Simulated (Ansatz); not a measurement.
## HNMg, triplet: the ladder up to full CI

Geometry: a point of a breathe scan, not a stationary point.

```xyz
3

N     0.0000    0.0000    0.7032
Mg    0.0000    0.0000   -3.8561
H     0.0000    0.0000    3.1529
```

Basis 6-31G; Ansatz 0.2.0. Correlated methods freeze the noble-gas cores, which leaves 8 electrons in 18 orbitals. R marks a restricted (for open shells ROHF) determinant, U an unrestricted one. Active spaces: pair = (4e, 4o) about the gap; valence = (8e, 9o) chosen from the atoms' valence shells. The metal's outer-core shells are frozen, which leaves out core–valence correlation.

Full CI is exact within this basis and frozen core; it isn't the basis-set limit. The frozen core follows each run's orbitals, which can shift R against U totals by a few meV.

Unrestricted rows (U) aren't spin-pure: their determinants' ⟨S²⟩ exceeds S(S+1) by up to 0.97, so they mix in states of higher spin. Coupled cluster chose its determinant by a search with trial CCSD, here up to 0.65 eV above the lowest Hartree–Fock solution of its kind.

The R cluster runs have T1 = 0.207 on a determinant 0.65 eV above the lowest RHF solution, too large to trust, so RMP2, RCCSD, RCCSD(T), RCCSDT(Q), RCCSDT aren't compared. BCCD(T) turns its orbitals far from the restricted determinant (T1 = 0.273 for the singles of that rotation), so its spin and state can't be checked, and it isn't compared.

- UHF ⟨S²⟩: 2.974
- T1 diagnostic (RCCSD): 0.2073
- largest doubles amplitude (RCCSD): 0.312
- T1 diagnostic (UCCSD): 0.0156

```json
{"level": "UHF", "E − E(determinant under the R cluster runs) (eV)": "-4.5227"}
{"level": "UMP2", "E − E(determinant under the R cluster runs) (eV)": "-5.7663"}
{"level": "UCCSD", "E − E(determinant under the R cluster runs) (eV)": "-6.3792"}
{"level": "UCCSD(T)", "E − E(determinant under the R cluster runs) (eV)": "-6.3936"}
```

(1) Estimate how far full CI in 6-31G lies from UCCSD(T). The table doesn't fix it; the size of (T) and the diagnostics are the guide.

(1) Full CI in 6-31G lies 2.7 kJ/mol below UCCSD(T), which is 192 % of the (T) step (-1.4 kJ/mol). More than one determinant leads, and the rest is a large part of (T).

The other levels:

| level | E − E(full CI) (kJ/mol) | share of correlation (%) | wall time |
| --- | --- | --- | --- |
| UCCSDT | 0.0 | 99.99 | – |
| UCCSDT(Q) | -0.1 | 100.01 | 3.2 s |
| RCCSDTQ* | 0.0 | 100.00 | 62 s |
| UCCSDTQ | -0.1 | 100.02 | 72 s |
| CASSCF (pair space) | 185.4 | 70.08 | – |
| NEVPT2 (pair space) | 64.5 | 89.58 | 1.2 s |
| MRCISD (pair space) | 9.7 | 98.43 | – |
| MRCISD+Q (pair space) | -5.1 | 100.82 | 1.9 s |
| CASSCF (valence space) | 102.0 | 83.54 | – |
| NEVPT2 (valence space) | 33.6 | 94.58 | 2.6 s |
| MRCISD (valence space) | 1.8 | 99.70 | – |
| MRCISD+Q (valence space) | 0.1 | 99.99 | 3.8 s |

An asterisk marks runs whose energy the program itself flagged as in doubt.

The correlation energy at full CI, counted from the determinant under the R cluster runs, is -6.421 eV. That run took 43 s on 1 thread of INTEL XEON PLATINUM 8581C, shared host over 2,340,352 determinants.

Run but not shown, since their state, orbitals or frozen core can't be matched to the reference's or they repeat it: RHF, RMP2, CISD, RCCSD, RCCSD(T), BCCD(T), RCCSDT, CISDTQ, RCCSDT(Q).

Times hold each run's SCF and search for its determinant on a shared host, so for small cases they say little of a method's own cost; they ran on 1 thread of INTEL XEON PLATINUM 8581C. Some runs computed forces too.

More than 5 meV below full CI, which no variational method can be: MRCISD+Q (pair space).

The full-CI state has the irrep A2 of C2v, in the program's axes (one component, if the state is degenerate).

Natural occupations of full CI about the gap: 1.985 1.850 1.276 0.995 0.995 0.721 0.049 0.049 0.049 0.011; effectively unpaired electrons, Σ n²(2−n)², 3.81. No single determinant describes this state well, so single-reference rows can miss without a flag.
